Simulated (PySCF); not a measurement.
Species: C₄H₉N.
Structure used (PBE0-D3(BJ)/def2-SVP), in Å, numbered top down from 1:
```xyz
14
C4H9N angstrom
C      2.118   -0.040    0.210
C      0.837   -0.259    0.499
C     -0.326    0.044   -0.404
C     -1.135    1.223    0.148
N     -1.108   -1.169   -0.601
H      2.421    0.370   -0.759
H      2.914   -0.264    0.926
H      0.572   -0.673    1.482
H      0.081    0.335   -1.388
H     -1.987    1.451   -0.513
H     -0.520    2.132    0.240
H     -1.537    0.985    1.146
H     -1.492   -1.479    0.292
H     -1.913   -0.969   -1.194
```

Level: B3LYP/def2-SVPD in PySCF, non-relativistic, on one gas-phase PBE0-D3(BJ)/def2-SVP geometry that isn't relaxed in the solvent. The solvent is an IEF-PCM continuum (van der Waals radii × 1.2). Specific hydrogen bonds and non-electrostatic terms are outside this model.

Gas phase at B3LYP/def2-SVPD: HOMO -6.76 eV, LUMO 0.01 eV, dipole 1.45 D.

Question: What does the continuum do to the energy, the frontier levels and the dipole at B3LYP/def2-SVPD in benzene and acetone?

Answer: 
```
solvent      ε  E(solvent) − E(gas) (kcal/mol)  polarisation term (kcal/mol)  distortion of the solute (kcal/mol)  HOMO (eV)  LUMO (eV)  dipole (D)
benzene  2.271                           -2.15                         -2.30                                 0.15      -6.76       0.04        1.68
acetone  20.49                           -4.98                         -5.90                                 0.92      -6.82       0.02        2.05
```

The polarisation term is half the interaction of the solute with the surface charges that it induces; the rest is the cost of distorting the solute's density. The sum is the electrostatic part of solvation alone. From benzene to acetone the lowering changes by a factor 2.32, Onsager's factor (ε − 1)/(2ε + 1) by 2.02 and ε itself by 9.0.

Question: Which radius a makes the point-dipole formula ΔE = −[(ε − 1)/(2ε + 1)]·μ²/a³ give the value in acetone, with the gas-phase dipole?

Answer: μ = 0.569 au and |ΔE| = 0.00794 Eh give a = 1.41 Å; the farthest nucleus lies 3.15 Å from the centroid of the nuclei, so such a sphere wouldn't even hold the nuclei. The formula assumes a rigid point dipole at the centre of a sphere.

Question: Give the dipole vector in the frame of the coordinates (D, pointing from negative to positive charge), gas and acetone.

Answer: Gas (-0.98, 0.97, 0.43), solvent (-1.43, 1.33, 0.62). Its length changes by +42 % and its direction by 2°.

Question: How does the static polarisability (B3LYP/def2-SVPD, frozen core, with the continuum's full static response) change?

Answer: 
```
 medium  isotropic (au)  principal values (au)  ⟨r²⟩ of the electrons (bohr²)
    gas            61.4       53.8, 55.7, 74.8                          501.5
benzene            70.0       61.4, 63.4, 85.1                          501.4
acetone            81.8       72.9, 74.9, 97.7                          501.3
```

The isotropic value in acetone is 1.33 times the gas-phase one; no cavity-field correction is applied. ⟨r²⟩ is taken about the centre of nuclear charge.

Rough CPU time on one thread of a shared machine: about 40 s. This is the whole response run at B3LYP/def2-SVPD in acetone, SCF included.
